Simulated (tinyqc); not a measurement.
Inside a calculation. Method: Hueckel theory of the pi electrons, for the molecule C=C (SMILES; centres numbered as the heavy atoms are written). One step of it, computed by the program tinyqc.

Problem. Energy, charges, bond orders. E = sum n x; q_r = z_r - P_rr; bond order p = P_rs; free valence = sqrt(3) - sum of p over the bonds of the atom.

x values: 1.000000  -1.000000

occupations: 2.000000  0.000000

charge and bond-order matrix P:
```
          1C        2C
1C  1.000000  1.000000
2C  1.000000  1.000000
```

Centres:
```
centre  z_r, pi electrons of the neutral centre         h
1C                                            1  0.000000
2C                                            1  0.000000
```

Bonds:
```
i  j  k
1  2  1
```

Give: pi energy = 2 alpha + this times beta; pi charges; Bond orders and lengths from R = 1.517 - 0.180 p; free valence of the carbons; gap between the highest filled and the next level.

Solution.

pi energy = 2 alpha + this times beta = 2.000

pi charges: 1C 0.000, 2C 0.000

Bond orders and lengths from R = 1.517 - 0.180 p (angstrom, C-C alone):
```
bond      p      R
1-2   1.000  1.337
```

free valence of the carbons: 1C 0.732, 2C 0.732

gap between the highest filled and the next level = 2.000 |beta|
